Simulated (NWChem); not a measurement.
Species: C3H7, doublet; SMILES C[CH]C

```xyz
10

C      0.1926     0.0158     1.3013
C     -0.5238    -0.1343     0.0000
C      0.1926     0.0158    -1.3013
H     -0.3999    -0.3643     2.1415
H      1.1548    -0.5161     1.2956
H      0.4284     1.0721     1.5300
H     -1.6110    -0.1013     0.0000
H     -0.3999    -0.3643    -2.1415
H      0.4284     1.0721    -1.5300
H      1.1548    -0.5161    -1.2956
```
Atoms are numbered in this order, from 1.

Level: B3LYP/6-31G* (spherical d), spin-unrestricted (NWChem), optimised geometry, unscaled harmonic frequencies. In the optimisation the excess spin sits in a' (Cs, its own frame). B3LYP is NWChem's, with the RPA form of VWN correlation.

Problem. List the harmonic frequencies with IR intensities, and the thermochemistry.

Solution. 
| frequency (cm⁻¹) | IR intensity (km/mol) |
|---|---|
| 115 | 0.0 |
| 127 | 0.1 |
| 361 | 7.3 |
| 413 | 16.0 |
| 890 | 1.6 |
| 950 | 0.1 |
| 956 | 1.7 |
| 1049 | 0.3 |
| 1158 | 0.1 |
| 1193 | 3.2 |
| 1389 | 5.9 |
| 1437 | 4.1 |
| 1444 | 2.3 |
| 1500 | 0.9 |
| 1511 | 11.2 |
| 1511 | 0.6 |
| 1523 | 3.7 |
| 2953 | 26.7 |
| 2959 | 55.6 |
| 3041 | 9.6 |
| 3044 | 52.0 |
| 3102 | 23.7 |
| 3102 | 28.9 |
| 3181 | 34.1 |

The zero-point energy is 55.6 kcal/mol and the thermal correction to the enthalpy at 298.15 K (with zero-point energy) is 59.4 kcal/mol. The heat capacity Cv is 15.5 cal/(mol K) and the entropy at 298.15 K and 1 atm (symmetry number 1, electronic part: spin degeneracy alone) is 69.9 cal/(mol K). The dipole moment is 0.20 D.

Rigid rotor and harmonic oscillator.
